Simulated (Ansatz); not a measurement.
The input, for Ansatz 0.2.0:

```yaml
crystal:
  periodic: [false, false, false]
  atoms:
    - {symbol: Sb, position_ang: [0.000000, -0.013638, 0.000000]}
    - {symbol: H, position_ang: [0.000000, 0.823741, -1.468803]}
    - {symbol: H, position_ang: [0.000000, 0.823741, 1.468803]}
basis:
  gaussian: {orbitals: def2-SVPD}
total_charge: 1
magnetization: {spin_polarized: true, initial_magnetization: 0}
hamiltonian: {xc: hf}
scf: {lower_state_search: off}
output: {forces: true, orbitals: {seedname: orbitals}}
```

```sh
$ ansatz run in.yaml --threads 1 --pin off --events-out ev --progress --plain --max-ram 2393MiB
```

Output:

```
these checks for a lower state are left out or cut short: stability, starts, cluster_reference, orbital_swaps, neighbouring_geometries, increment
573 factors; integrals over basis functions are off by at most 3.5e-4 eV
mean field evaluation 1: about -6532.4796 eV, gradient 4.8e0 eV
mean field evaluation 2: about -6532.4876 eV, gradient 4.8e0 eV
mean field evaluation 4: about -6532.7100 eV, gradient 1.9e-1 eV
mean field evaluation 8: about -6532.7106 eV, gradient 1.5e-6 eV
mean field -6532.71056230 eV, -240.0726851343 hartree, gradient 2.5e-6 eV, S^2 0.000000; 0 other end points of the search recorded, 0 dependent functions left out
the calculation of the forces begins
reference -6532.71056230 eV, -240.0726851343 hartree; 12, 12 occupied and 36, 36 virtual orbitals, 573 factors
Total energy: -6532.71056230 eV, -240.0726851343 hartree
Atom 0 at     0.000000    -0.013638     0.000000 Å, force     0.000000    -2.299595     0.000000 eV/Å
Atom 1 at     0.000000     0.823741    -1.468803 Å, force    -0.000000     1.149798     0.531322 eV/Å
Atom 2 at     0.000000     0.823741     1.468803 Å, force    -0.000000     1.149798    -0.531322 eV/Å
Dipole moment:    -0.000000     0.231518    -0.000000 e Å
Checks for a lower state left out: stability, starts, cluster_reference, orbital_swaps, neighbouring_geometries, increment
```

Forces (eV/Å):
```
Sb   0.000 -2.300  0.000
H    0.000  1.150  0.531
H    0.000  1.150 -0.531
```

Ran on 1 thread of Arm Neoverse V2, shared host: 0.51 s wall, 0.22 GiB peak host memory.
